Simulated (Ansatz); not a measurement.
Take a crystal in which Mg has been replaced by Sr on all its sites, with the cell rescaled by a rough guess (in some cases also distorted within its space group) and nothing relaxed:

```
Rb Sr
1.0
    -3.37070    3.37070    6.46258
     3.37070   -3.37070    6.46258
     3.37070    3.37070   -6.46258
Rb Sr
3 1
Direct
  0.50000 0.50000 0.00000
  0.75000 0.25000 0.50000
  0.25000 0.75000 0.50000
  0.00000 0.00000 0.00000
```

Level of theory: DFT PBEsol, scalar-relativistic, plane waves, PAW (Ansatz).

Plane waves to 420 eV, a k mesh through Γ of 10×10×10 on the computed 4-atom cell and Gaussian smearing (0.10 eV); no spin polarisation.

**Question.** Will this cell want to expand or contract, and how hard?

**Answer.** The pressure is 0.1 GPa (positive in compression), so the cell would hardly change its volume.

**Question.** Is it a metal on this mesh?

**Answer.** Yes, a band crosses the Fermi level.

**Question.** What is its energy against the elements in their standard states?

**Answer.** +0.134 eV/atom at this unrelaxed geometry, with the elements in the same functional.